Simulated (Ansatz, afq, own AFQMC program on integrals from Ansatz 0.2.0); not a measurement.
Atomization energy of Si₃Ge₂H₁₀, singlet

```xyz
15

Si   -1.0213    1.5567    0.6581
Si   -0.0678   -0.1378    1.9832
Ge    1.5731   -1.1374    0.5468
Ge    0.7456   -0.7390   -1.7227
Si   -1.2840    0.5085   -1.4323
H    -0.0349    2.6766    0.5196
H    -2.2990    2.1000    1.2147
H     0.5135    0.3662    3.2661
H    -1.1213   -1.1555    2.2968
H     1.7515   -2.6411    0.8336
H     2.9381   -0.4445    0.7318
H     0.4999   -2.0605   -2.4766
H     1.7762    0.0866   -2.5186
H    -1.5365    1.4699   -2.5503
H    -2.4331   -0.4488   -1.3502
```

Atoms in their ground-state spins without spin–orbit coupling (mostly on UHF) minus the molecule (RHF), without zero-point energy. The geometry is a stationary point, not shown to be a minimum.

Basis def2-SVP. Noble-gas cores (and the filled d shells of Ga–Kr and In–Xe) are frozen. Integrals, coupled cluster, full CI and functionals: Ansatz 0.2.0; the random walks run on the same integrals in our own AFQMC program. The CISD trial takes its coefficients from CCSD amplitudes. Released means that phaseless walkers are propagated on without the constraint, phases kept. Error bars are statistical, one sigma. No spin–orbit coupling. The errors of all members are added in quadrature.

No full CI on the walks' own integrals is used here. The released AFQMC energy serves as the reference, which it does only where one determinant dominates, the energy is flat over the last release times and near the phaseless one (40 meV or 2 meV an electron, half that with transition metals). On small molecules, where full CI could be run and the noise was under 10 meV, such values lay within 10 meV of it in 19 cases of 20, a flattering rate, since the rule was set on those same cases; what remains of the bias isn't in the error bar. Each member takes its own surest rung, up to full CI.

The best estimate is CCSD(T) at the basis-set limit (CBS: def2-TZVPP and def2-QZVPP, with their diffuse functions for anions and beside diffuse sets, MP2 extrapolated, CCSD(T) minus MP2 from TZVPP) plus the step from CCSD(T) to AFQMC with the constraint released in def2-SVP. Rows without CBS are in def2-SVP, the functionals in def2-TZVP; B2PLYP and the wave-function rows carry a basis error of their own. Core correlation and relativity beyond core potentials are missing, and ± holds the sampling alone.

Cautions: inner d shell frozen; no relativity below Rb; no spin-orbit coupling; Si₃Ge₂H₁₀ (singlet): the ph-AFQMC/CISD walk drifts between its halves (2.1 errors), the released value is read at 0.90 1/Eh with a noise of 19 meV, more than in the cases checked (meV from the phaseless value at times in 1/Eh: -11 ± 12 at 0.21, -12 ± 12 at 0.42, -24 ± 17 at 0.63, -34 ± 19 at 0.90); other spins of the molecule weren't checked.

Best estimate: 1014.8 ± 0.4 kcal/mol.

```csv
level,atomization energy (kcal/mol),error against the best estimate (kcal/mol)
HF,751.9,-262.8 ± 0.4
MP2,925.6,-89.2 ± 0.4
CCSD,930.8,-84.0 ± 0.4
CCSD(T),940.0,-74.8 ± 0.4
ph-AFQMC/CISD,941.1 ± 0.2,-73.7 ± 0.5
released AFQMC,941.7 ± 0.4,-73.1
HF/CBS,758.2,-256.5 ± 0.4
MP2/CBS,996.5,-18.2 ± 0.4
CCSD(T)/CBS,1013.1,-1.6 ± 0.4
PBE,993.0,-21.8 ± 0.4
r2SCAN,1016.7,1.9 ± 0.4
PBE0,996.3,-18.5 ± 0.4
B3LYP,990.1,-24.7 ± 0.4
wB97M-V,1007.9,-6.9 ± 0.4
B2PLYP,983.7,-31.1 ± 0.4
```

Correlation beyond CCSD(T) adds 1.6 ± 0.4 kcal/mol. Going to the basis-set limit adds 73.2 kcal/mol at CCSD(T). The perturbative (T) step is worth +9.2 kcal/mol.

Best estimates are given only where the step beyond CCSD(T) is under 0.3 eV and no member's determinant is very poor (T1 over 0.05, or 0.07 for open shells, ⟨S²⟩ too high by 0.3, two states mixed), so the hardest cases are missing from such tables.

The functionals ran in a triple-zeta set and keep a basis error of their own, a few kJ/mol for each bond in atomization energies and more for double hybrids, so close places among them and the extrapolated levels can swap.

Each member of a difference takes its own highest rung, so a best estimate needn't equal the limit plus the step of one row. Released energies are given only where the last usable release times agree within the noise; a slower fall can still hide under it.
